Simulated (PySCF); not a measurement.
Compound: C₅H₇N.
Bonds: C1–C2 (double), C2–C3, C3–N4 (triple), C2–C5, C5–C6. Hydrogens: H7, H8 on C1; H9, H10 on C5; H11, H12, H13 on C6.

The geometry is computed with GFN2-xTB (gas phase).

Task: List the bond lengths, angles and torsions at this level.

Result: 
| bond | length (pm) |
| --- | --- |
| C1=C2 | 133.1 |
| C2–C3 | 141.7 |
| C3≡N4 | 114.6 |
| C2–C5 | 150.3 |
| C5–C6 | 152.9 |
| C1–H7 | 107.7 |
| C1–H8 | 107.7 |
| C5–H9, C5–H10 | 109.3 |
| C6–H11, C6–H12, C6–H13 | 108.8 |

Bonds in one row agree within 1 pm and their mean is given. A selection of angles:
| angle | degrees |
| --- | --- |
| C2–C1–H7 | 121.2 |
| C2–C1–H8 | 121.8 |
| H7–C1–H8 | 116.9 |
| C1–C2–C3 | 120.0 |
| C1–C2–C5 | 124.6 |
| C3–C2–C5 | 115.4 |
| C2–C3–N4 | 179.1 |
| C2–C5–C6 | 110.9 |
| C2–C5–H9 | 109.1 |
| C6–C5–H9 | 110.1 |
| H9–C5–H10 | 108.4 |
| C5–C6–H11 | 110.2 |
| H11–C6–H12 | 108.6 |
| H12–C6–H13 | 108.4 |

Torsions: C1–C2–C5–C6 114° (anticlinal). The mirror-image conformer, all signs reversed, is as good.

The C–C distances run from 1.331 Å (C1=C2, drawn double) to 1.529 Å (C5–C6, drawn single), a spread of 0.198 Å. Of the pairs four or more bonds apart, C3···H13 is among the closest relative to their van der Waals radii: 2.73 Å, 94 % of the sum of Bondi's values.

Point group: C1 (no symmetry element, even within 0.4 Å). Stationary, but not proved a minimum. The numbers are those of one conformer.
